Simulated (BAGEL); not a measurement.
# B3LYP/6-31G(d) (density fitting with qzvpp-jkfit, spherical functions) run of SiH3F (SiFH3)

What is the energy change on altering one bond length of SiH3F (SiFH3) at B3LYP/6-31G* (density fitting with qzvpp-jkfit, spherical functions)? 

The results are computed with BAGEL 1.2.2.

1 further run of the same task is left out (it didn't finish).

## Step 1: The system as given

SiH3F: 5 atoms, total charge 0, spin state singlet. SMILES: `[H][Si]([H])([H])F`. The shape is that of a GFN2-xTB optimisation.

Bond lengths: Si1–F2 1.606 Å, Si1–H3 1.454 Å, Si1–H4 1.454 Å, Si1–H5 1.454 Å. Angles: F2–Si1–H3 105.1°, F2–Si1–H4 105.2°, F2–Si1–H5 105.1°, H3–Si1–H4 113.4°, H3–Si1–H5 113.5°, H4–Si1–H5 113.4°.

## Step 2: The energy at B3LYP/6-31G(d) (density fitting with qzvpp-jkfit, spherical functions)

File calc.json:

```json
{ "bagel" : [

{
  "title" : "molecule",
  "basis" : "6-31gs.json",
  "df_basis" : "qzvpp-jkfit",
  "angstrom" : "true",
  "geometry" : [
    { "atom" : "Si", "xyz" : [   -0.000700,    0.001210,   -0.093590 ] },
    { "atom" : "F", "xyz" : [    0.010860,   -0.019140,    1.511980 ] },
    { "atom" : "H", "xyz" : [    1.400270,    0.011030,   -0.482220 ] },
    { "atom" : "H", "xyz" : [   -0.709280,    1.218920,   -0.453380 ] },
    { "atom" : "H", "xyz" : [   -0.701150,   -1.212020,   -0.482790 ] }
  ]
},
{
  "title" : "ks",
  "xc_func" : "b3lyp"
},
{
  "title" : "print",
  "file" : "orbitals.molden",
  "orbitals" : "true"
}

]}
```

The basis set 6-31G* is read from a file made from the Basis Set Exchange's data (not shown).

Started as:

```console
BAGEL_NUM_THREADS=1 BAGEL calc.json > calc.out
```

What it wrote:

```text
* using 1 threads per process

  ===============================================================
  ===============================================================

  *** Geometry ***

  { "atom" : "Si", "xyz" : [     -0.001323,      0.002287,     -0.176859 ] },
  { "atom" : "F", "xyz" : [      0.020522,     -0.036169,      2.857228 ] },
  { "atom" : "H", "xyz" : [      2.646127,      0.020844,     -0.911264 ] },
  { "atom" : "H", "xyz" : [     -1.340345,      2.303425,     -0.856764 ] },
  { "atom" : "H", "xyz" : [     -1.324981,     -2.290386,     -0.912341 ] },

  Number of auxiliary basis functions:      259

  Since a DF basis is specified, we compute 2- and 3-index integrals:
    o Being stored without compression. Storage requirement is 0.003 GB

  Number of basis functions:       38
  Number of electrons      :       26

    * METHOD: MOLECULE                             0.14

  *** Kohn-Sham DFT ***

    * Removing 6751 points whose weight is below 1.00e-10
    * Grid points: 67779

  === Nuclear Repulsion ===
    63.3395690178

       - DIIS with orbital gradients will be used.

  === KS iteration (b3lyp / 6-31gs.json) ===
      0       -377.49130795          0.19739594           0.28
      1       -365.97612079          0.12864697           0.24
      2       -370.52644613          0.17576127           0.18
      3       -385.22453792          0.21287134           0.22
      4       -382.26258528          0.23260913           0.25
      5       -381.98710519          0.23219816           0.22
      6       -386.52448032          0.19495132           0.21
      7       -367.89401440          0.22883374           0.20
      8       -390.25449760          0.08564616           0.21
      9       -391.14701014          0.01130856           0.21
     10       -391.17287906          0.00235752           0.20
     11       -391.17425752          0.00044009           0.21
     12       -391.17427918          0.00009433           0.20
     13       -391.17428025          0.00000470           0.20
     14       -391.17428025          0.00000123           0.23
     15       -391.17428025          0.00000019           0.22
     16       -391.17428025          0.00000002           0.26
     17       -391.17428025          0.00000001           0.24
    * SCF iteration converged.

    * Permanent dipole moment:
           (    0.004712,    -0.008242,     0.642029) a.u.

    * METHOD: KS                                   4.48

    * METHOD: PRINT                                0.00

  ===============================================================
```

Run time: 5.4 s. Hardware: 1 thread of Intel Xeon at 2.50GHz (Skylake/Cascade Lake), shared host.

## Step 3: The distorted shape, same level

File dft.json:

```json
{ "bagel" : [

{
  "title" : "molecule",
  "basis" : "6-31gs.json",
  "df_basis" : "qzvpp-jkfit",
  "angstrom" : true,
  "geometry" : [
    { "atom" : "Si", "xyz" : [      -1.681868,      -0.010574,       0.372767 ] },
    { "atom" : "F", "xyz" : [      -1.670308,      -0.030924,       1.978337 ] },
    { "atom" : "H", "xyz" : [       1.400270,       0.011030,      -0.482220 ] },
    { "atom" : "H", "xyz" : [      -2.390448,       1.207136,       0.012977 ] },
    { "atom" : "H", "xyz" : [      -2.382318,      -1.223804,      -0.016433 ] }
  ]
},

{
  "title" : "ks",
  "xc_func" : "b3lyp"
},

{
  "title" : "print",
  "file" : "orbitals.molden",
  "orbitals" : true
}

]}
```

The basis set 6-31G* is read from a file made from the Basis Set Exchange's data (not shown).

Started as:

```console
BAGEL_NUM_THREADS=1 BAGEL dft.json > dft.out
```

What it wrote:

```text
* using 1 threads per process

  ===============================================================
  ===============================================================

  *** Geometry ***

  { "atom" : "Si", "xyz" : [     -3.178270,     -0.019982,      0.704428 ] },
  { "atom" : "F", "xyz" : [     -3.156425,     -0.058438,      3.738515 ] },
  { "atom" : "H", "xyz" : [      2.646127,      0.020844,     -0.911264 ] },
  { "atom" : "H", "xyz" : [     -4.517292,      2.281156,      0.024523 ] },
  { "atom" : "H", "xyz" : [     -4.501929,     -2.312654,     -0.031054 ] },

  Number of auxiliary basis functions:      259

  Since a DF basis is specified, we compute 2- and 3-index integrals:
    o Being stored without compression. Storage requirement is 0.003 GB

  Number of basis functions:       38
  Number of electrons      :       26

    * METHOD: MOLECULE                             0.15

  *** Kohn-Sham DFT ***

    * Removing 5775 points whose weight is below 1.00e-10
    * Grid points: 68755

  === Nuclear Repulsion ===
    59.6399837700

       - DIIS with orbital gradients will be used.

  === KS iteration (b3lyp / 6-31gs.json) ===
      0       -377.54949864          0.19432553           0.35
      1       -366.04334316          0.12009229           0.25
      2       -370.80275090          0.18507304           0.22
      3       -382.44850896          0.22136020           0.23
      4       -380.48970445          0.21836106           0.23
      5       -380.23183067          0.21668161           0.27
      6       -380.55968597          0.21459954           0.21
      7       -364.70263585          0.14276413           0.23
      8       -380.38301877          0.19040843           0.26
      9       -379.95852556          0.19155453           0.21
[... 37 lines of this table left out ...]
     47       -391.01273579          0.00000052           0.24
     48       -391.01273579          0.00000012           0.23
     49       -391.01273579          0.00000001           0.22
     50       -391.01273579          0.00000000           0.18
    * SCF iteration converged.

    * Permanent dipole moment:
           (    0.863737,    -0.001368,     0.326897) a.u.

    * METHOD: KS                                  12.19

    * METHOD: PRINT                                0.00

  ===============================================================
```

Wall time 13 s (1 thread of Intel Xeon at 2.50GHz (Skylake/Cascade Lake), shared host).

## Step 4: Results

At B3LYP/6-31G* (density fitting with qzvpp-jkfit, spherical functions):

| quantity | value |
| --- | --- |
| first shape: total energy | -391.17428 Eh |
| first shape: dipole moment | 1.63 D |
| first shape: HOMO energy | -9.38 eV |
| first shape: LUMO energy | 0.00 eV |
| first shape: HOMO–LUMO gap | 9.38 eV |
| distorted shape: total energy | -391.01274 Eh |
| distorted shape: dipole moment | 2.35 D |
| distorted shape: HOMO energy | -6.47 eV |
| distorted shape: LUMO energy | -3.81 eV |
| distorted shape: HOMO–LUMO gap | 2.66 eV |
| energy change with the Si1–H3 bond stretched from 1.454 to 3.199 Å | 4.396 eV |

**Reading.** One bond (distorted shape) is far stretched, which a spin-restricted single reference describes badly; a broken-symmetry solution may lie lower. With the Si1–H3 bond stretched from 1.454 to 3.199 Å the energy rises by 4.40 eV (424 kJ/mol). The first shape isn't relaxed at this level, so the change isn't measured from a minimum. A restricted reference can't describe the breaking bond well at this length.
